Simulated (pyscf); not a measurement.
# Four-centre exchange: SiH₃⁺ + CH₄ → H₃C–SiH₂⁺ + H₂

Gas phase, singlet surface, charge 1. Bonds broken: Si1–H7, C5–H6. Bonds formed: Si1–C5, H6–H7. Structures and frequencies: ωB97X-D3(BJ)/def2-SVP in PySCF.

Transition state (Å):

```xyz
9

Si    -0.4417    -0.0805    -0.4156
H      1.3605     1.5683    -0.9664
H     -1.1599     0.3941    -1.6059
H     -0.2798    -1.4803    -0.0006
C      1.1711     0.9904    -0.0485
H     -0.1300     1.0213     0.6995
H     -1.1688     0.6289     0.8113
H      1.2310     1.7321     0.7786
H      1.9717     0.2636     0.1589
```

One imaginary mode, 1472i cm⁻¹; descent along it reached the two sides named, in the forms told below.

```json
[
 {"bond": "Si1–H7", "change": "breaks", "reactant side (Å)": "1.475", "saddle": "1.593", "product side": "2.013"},
 {"bond": "C5–H6", "change": "breaks", "reactant side (Å)": "1.136", "saddle": "1.501", "product side": "2.7"},
 {"bond": "Si1–C5", "change": "forms", "reactant side (Å)": "2.321", "saddle": "1.970", "product side": "1.841"},
 {"bond": "H6–H7", "change": "forms", "reactant side (Å)": "2.135", "saddle": "1.116", "product side": "0.780"}
]
```

Electronic energies relative to the separated reactants (kJ/mol):

```tsv
level	barrier	reaction energy	reverse barrier
ωB97X-D3(BJ)/def2-TZVP	22.2	-44.5	66.7
PBE/def2-TZVP	-10.0	-47.0	37.0
r²SCAN/def2-TZVP	-5.7	-48.2	42.5
B3LYP-D3(BJ)/def2-TZVP	27.1	-40.4	67.6
PBE0-D3(BJ)/def2-TZVP	-1.1	-44.3	43.2
M06-2X/def2-TZVP	30.6	-41.7	72.3
ωB97M-D3(BJ)/def2-TZVP	27.3	-40.4	67.7
HF/def2-TZVP	119.5	-12.3	131.8
```

With ωB97M-D3(BJ)/def2-TZVP energies and thermal terms (ideal gas, 1 atm, RRHO with modes under 100 cm⁻¹ raised to 100, one conformer, R ln 2 for chiral ones without a mode under 150 cm⁻¹), in kJ/mol:

| T (K) | ΔH‡ | ΔG‡ | ΔH | ΔG |
|---|---|---|---|---|
| 298 | 23.7 | 60.2 | -52.7 | -54.6 |
| 600 | 24.0 | 97.4 | -47.1 | -58.6 |
| 900 | 26.7 | 133.6 | -42.4 | -65.4 |
| 1200 | 30.1 | 168.7 | -39.1 | -73.7 |

On the reactant side the descent ends in an adduct with a C–Si contact, 99.2 kJ/mol under the separated species and 121.4 kJ/mol under the saddle at ωB97X-D3(BJ)/def2-TZVP. On the product side the descent ends in a bound adduct, 47.9 kJ/mol under the separated species and 114.6 kJ/mol under the saddle at ωB97X-D3(BJ)/def2-TZVP. At PBE, r²SCAN, PBE0-D3(BJ) the saddle lies under the separated reactants, which points to a path from their complex (located at ωB97X-D3(BJ) alone). What is counted as formed (C–Si) is already present as a longer contact in the reactant adduct; forming that adduct is a step of its own. At the saddle there is also a short H–Si contact that neither side keeps. This is the saddle that the search found; another between the same sides may lie lower.
